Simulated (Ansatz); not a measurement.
## CS, singlet in 6-31G*: errors against RCCSDTQ

Geometry: MP2(full)/6-31G*, from the G2/97 set.

```yaml
atoms:
  - { symbol: C, position_ang: [0.0000, 0.0000, 0.0000] }
  - { symbol: S, position_ang: [0.0000, 0.0000, 1.5447] }
```

Basis 6-31G* (Cartesian d functions); Ansatz 0.2.0. Correlated methods freeze the noble-gas cores, which leaves 10 electrons in 28 orbitals. R marks a restricted (for open shells ROHF) determinant. Active spaces: valence = (10e, 8o) chosen from the atoms' valence shells.

Full CI isn't at hand for all of this; RCCSDTQ serves as the reference, and is uncertain by about the last step of the cluster series.

The UHF ⟨S²⟩ is 0.000 and the T1 diagnostic (RCCSD) is 0.0281. The largest doubles amplitude (RCCSD) is 0.100.

```json
{"level": "RHF", "E − E(RCCSDTQ) (mEh)": "272.14", "share of correlation (%)": "0.00", "wall time": "–"}
{"level": "RMP2", "E − E(RCCSDTQ) (mEh)": "33.09", "share of correlation (%)": "87.84", "wall time": "–"}
{"level": "CISD", "E − E(RCCSDTQ) (mEh)": "35.73", "share of correlation (%)": "86.87", "wall time": "0.58 s"}
{"level": "RCCSD", "E − E(RCCSDTQ) (mEh)": "16.34", "share of correlation (%)": "94.00", "wall time": "–"}
{"level": "RCCSD(T)", "E − E(RCCSDTQ) (mEh)": "1.68", "share of correlation (%)": "99.38", "wall time": "0.33 s"}
{"level": "BCCD(T)", "E − E(RCCSDTQ) (mEh)": "1.52", "share of correlation (%)": "99.44", "wall time": "0.42 s"}
{"level": "RCCSDT", "E − E(RCCSDTQ) (mEh)": "0.78", "share of correlation (%)": "99.71", "wall time": "–"}
{"level": "CISDTQ", "E − E(RCCSDTQ) (mEh)": "2.69", "share of correlation (%)": "99.01", "wall time": "10 s (H100)"}
{"level": "RCCSDT(Q)", "E − E(RCCSDTQ) (mEh)": "-0.09", "share of correlation (%)": "100.03", "wall time": "1.6 s"}
{"level": "CASSCF (valence space)", "E − E(RCCSDTQ) (mEh)": "166.53", "share of correlation (%)": "38.81", "wall time": "–"}
{"level": "NEVPT2 (valence space)", "E − E(RCCSDTQ) (mEh)": "33.10", "share of correlation (%)": "87.84", "wall time": "1.4 s"}
{"level": "MRCISD (valence space)", "E − E(RCCSDTQ) (mEh)": "10.08", "share of correlation (%)": "96.30", "wall time": "–"}
{"level": "MRCISD+Q (valence space)", "E − E(RCCSDTQ) (mEh)": "0.27", "share of correlation (%)": "99.90", "wall time": "2.3 s"}
```

The correlation energy at RCCSDTQ, counted from RHF, is -7.405 eV. That run took 7.5 s on 5 threads of AMD EPYC 7R13 with a whole H100 80 GB, shared host.

Times hold each run's SCF and search for its determinant on a shared host, so for small cases they say little of a method's own cost; rows without a card ran on 1 thread of AMD EPYC 7R13.

Natural occupations of CASSCF (valence space) about the gap: 1.996 1.975 1.969 1.940 1.940 0.075 0.075 0.031; effectively unpaired electrons, Σ n²(2−n)², 0.08.

Atomization energy (electronic, same basis, no zero-point term; atoms at the same level, unrestricted beside the R rows where the molecule is a closed shell, with restricted open-shell steps beyond CCSDT(Q)) at RCCSDTQ: 656.6 kJ/mol. Errors of other levels:

```tsv
level	error (kJ/mol)
RHF	-271.3
RMP2	16.3
CISD	-79.9
RCCSD	-35.3
RCCSD(T)	-2.7
BCCD(T)	-2.1
RCCSDT	-1.9
CISDTQ	-6.8
RCCSDT(Q)	0.2
CASSCF (valence space)	-23.9
NEVPT2 (valence space)	9.3
MRCISD (valence space)	-14.2
MRCISD+Q (valence space)	-3.7
```

This basis is far from its limit, so the value isn't to be set against a measured one. Truncated CI isn't size-consistent, which counts against it in atomization.
